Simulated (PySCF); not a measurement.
disilane cation (H6Si2), SMILES [SiH3][SiH3] (connectivity only; charge and spin as stated), charge +1, multiplicity 2. Atoms are numbered in the order given.

```xyz
8

Si     0.0000     0.0000    -1.3481
Si     0.0000     0.0000     1.3481
H     -1.2747    -0.7164    -1.5477
H      1.2578    -0.7457    -1.5477
H      0.0169     1.4621    -1.5477
H     -1.2747     0.7164     1.5477
H      1.2578     0.7457     1.5477
H      0.0169    -1.4621     1.5477
```
Charge +1, spin multiplicity 2.

Coordinates come from a PBE0-D3(BJ)/def2-TZVP optimisation. The multiplicity is an assumed one; other spin states were not compared.

Calculation: PySCF with B3LYP/pcH-1.

Unrestricted Kohn–Sham, ⟨S²⟩ = 0.752. Hyperfine tensors hold the contact and dipolar terms, without spin-orbit corrections.

Computed hyperfine couplings:
| nucleus | A(iso) (MHz) | A(iso) (G) | dipolar principal values (MHz) |
|---|---|---|---|
| 29Si no. 1 | -31.9 | -11.4 | -110.9, 55.4, 55.4 |
| 29Si no. 2 | -31.9 | -11.4 | -110.9, 55.4, 55.4 |
| 1H no. 3 | 28.7 | 10.2 | -7.9, 1.2, 6.7 |
| 1H no. 4 | 28.7 | 10.2 | -7.9, 1.2, 6.7 |
| 1H no. 5 | 28.7 | 10.2 | -7.9, 1.2, 6.7 |
| 1H no. 6 | 28.7 | 10.2 | -7.9, 1.2, 6.7 |
| 1H no. 7 | 28.7 | 10.2 | -7.9, 1.2, 6.7 |
| 1H no. 8 | 28.7 | 10.2 | -7.9, 1.2, 6.7 |

Problem. And the g tensor (effective nuclear charges for spin-orbit coupling, GIAO)? (An estimate is asked for; the answer gives what the named calculation found.)

Solution. principal values 2.0023, 2.0111, 2.0111; isotropic 2.0082.
